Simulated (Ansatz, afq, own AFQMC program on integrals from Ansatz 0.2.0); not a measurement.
**NH$_{3}$ + CN, doublet: a scan with AFQMC**

```json
{"atom": "N", "x (Å)": "-1.8583", "y (Å)": "-0.0132", "z (Å)": "-0.0206"}
{"atom": "H", "x (Å)": "-2.1556", "y (Å)": "0.9546", "z (Å)": "-0.0206"}
{"atom": "H", "x (Å)": "-2.1556", "y (Å)": "-0.4155", "z (Å)": "0.8596"}
{"atom": "H", "x (Å)": "-0.8459", "y (Å)": "-0.0132", "z (Å)": "-0.0206"}
{"atom": "N", "x (Å)": "1.7358", "y (Å)": "-0.0132", "z (Å)": "-0.0206"}
{"atom": "C", "x (Å)": "0.5757", "y (Å)": "-0.0132", "z (Å)": "-0.0206"}
```

A hydrogen atom is moved from one rigid fragment to the other; the N1–H4 distance tells how far. The two fragments are held close together, so this isn't a minimum-energy path and the start is a compressed complex. Energies in kJ/mol count from this geometry (1.012 Å) at the same level; the start stands on ROHF, each point on the determinant named.

Basis cc-pVDZ. Only valence electrons are correlated. Ansatz 0.2.0 and our own AFQMC program on the same integrals; the CISD trial comes from CCSD amplitudes, and released means the phaseless constraint is let go. Error bars are statistical, one sigma.

Cautions, each for one point or more: a spin-contaminated unrestricted determinant lies lower; higher spins were not checked; strong correlation; the ph-AFQMC/CISD walk drifts between its halves; unrestricted determinant slightly spin contaminated; unrestricted determinant spin contaminated.

| r(N1–H4) / Å | det. | T1 | weight | ⟨S²⟩ | wB97M-V | PBE | CCSD(T) |
| --- | --- | --- | --- | --- | --- | --- | --- |
| 1.107 | ROHF | 0.063 | 0.75 | pure | -22.0 | -17.2 | -18.7 |
| 1.155 | UHF | 0.037 | 0.80 | 0.87 | -30.2 | -21.0 | -26.8 |
| 1.202 | UHF | 0.033 | 0.81 | 0.84 | -37.5 | -23.1 | -35.2 |
| 1.249 | UHF | 0.029 | 0.82 | 0.82 | -43.8 | -23.7 | -42.8 |
| 1.344 | UHF | 0.022 | 0.83 | 0.79 | -48.8 | -17.5 | -50.7 |

Estimate the curve of CCSDT(Q), counted from the same start.


```csv
r(N1–H4) / Å,det.,T1,weight,⟨S²⟩,CCSDT(Q),ph-AFQMC/CISD,released AFQMC
1.107,ROHF,0.063,0.75,pure,-19.4,-22.3 ± 1.5,-17.5 ± 2.0*
1.155,UHF,0.037,0.80,0.87,-27.5,-30.9 ± 1.1,-27.8 ± 1.5*
1.202,UHF,0.033,0.81,0.84,-35.3,-38.8 ± 1.2,-37.0 ± 1.7*
1.249,UHF,0.029,0.82,0.82,-42.5,-46.2 ± 1.2,-43.3 ± 1.5*
1.344,UHF,0.022,0.83,0.79,-49.8,-53.9 ± 1.0,–
```

Weight is that of the determinant in the CISD state; at the start T1 is 0.035 and the weight 0.81. An asterisk marks released energies that aren't shown to be converged. A dash marks a missing value, a released energy that hasn't settled or a functional that sits on another state. Largest departures from CCSDT(Q), at the points where its series has closed: CCSD(T) -1.0 kJ/mol at 1.344 (on UHF), ph-AFQMC/CISD -4.1 kJ/mol at 1.344 (on UHF), wB97M-V -2.7 kJ/mol at 1.155, PBE 32.3 kJ/mol at 1.344. Functionals count only at points shown to share the start's state and spin. In this small basis the wave-function levels are far from their limit, so their gap to the functionals isn't the functionals' error. In total energy ph-AFQMC/CISD lies 60 ± 10 meV above CCSDT(Q) at the start, so its agreement along the curve rests in part on cancellation.

A walk keeps the symmetry of its determinant, which the program's search chose and which needn't be the lowest solution, so a lower state of the same spin and another symmetry isn't excluded.
